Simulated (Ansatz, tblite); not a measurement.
Removing an electron: [S3]- (S₃⁻). Total charge -1; doublet. Geometry: r2SCAN-D4/def2-TZVPD. Ansatz, gas phase; energy differences of separate SCF runs; the oxidised species is a singlet (the triplet lies 0.77 eV higher at PBE0-D4/def2-TZVPD).

| atom | x (Å) | y (Å) | z (Å) |
| --- | --- | --- | --- |
| S1 | 0.362 | -1.536 | -0.707 |
| S2 | 0.091 | 0.436 | -0.548 |
| S3 | -0.453 | 1.100 | 1.255 |

The xTB rows come from tblite. Correlated methods freeze 15 core orbitals.

```tsv
level	−HOMO (eV)	vertical IE (eV)	−LUMO (eV)	HOMO–LUMO gap (eV)	remarks
GFN1-xTB	–	6.29	–	–	–
GFN2-xTB	–	7.46	–	–	–
PBE0-D4/def2-TZVPD	0.80	2.76	-1.72	2.52	restricted SCF unstable in HF (singlet)
MP2/def2-TZVPPD	–	2.27	–	–	restricted SCF unstable (singlet)
```

Problem. Estimate the rows for PBE-D4/def2-TZVPD, r2SCAN-D4/def2-TZVPD, CCSD/def2-TZVPPD, CCSD(T)/def2-TZVPPD.

Solution. 
| level | −HOMO (eV) | vertical IE (eV) | −LUMO (eV) | HOMO–LUMO gap (eV) | remarks |
| --- | --- | --- | --- | --- | --- |
| PBE-D4/def2-TZVPD | -0.34 | 2.45 | -1.03 | 0.68 | HOMO above zero (-1 doublet), restricted SCF unstable in HF (singlet) |
| r2SCAN-D4/def2-TZVPD | -0.10 | 2.62 | -1.13 | 1.02 | HOMO above zero (-1 doublet), restricted SCF unstable in HF (singlet) |
| CCSD/def2-TZVPPD | – | 2.62 | – | – | large T1 (0.025) (singlet), restricted SCF unstable (singlet) |
| CCSD(T)/def2-TZVPPD | – | 2.40 | – | – | large T1 (0.025) (singlet), restricted SCF unstable (singlet) |

Relaxing the oxidised species (r2SCAN-D4/def2-TZVPD) changes its energy by -0.09 eV at PBE-D4/def2-TZVPD, so the adiabatic ionisation energy to this nearest minimum is 2.36 eV. At PBE0-D4/def2-TZVPD it is 2.54 eV.  Run but left out: HF/def2-TZVPPD (neutral singlet: restricted singlet, unstable towards broken spin symmetry).  A HOMO above zero means that the electron is unbound at that level or that self-interaction error raises the level; the energy of removing that electron tells which. HOMO and LUMO are the levels of the spin that leaves or enters (xTB has no such levels and no spin-polarisation term). Other spin states of the ions may lie lower, which would lower the ionisation energy or raise the affinity. Raw xTB energy differences between charge states are shifted by several eV; the methods need an empirical correction for them.
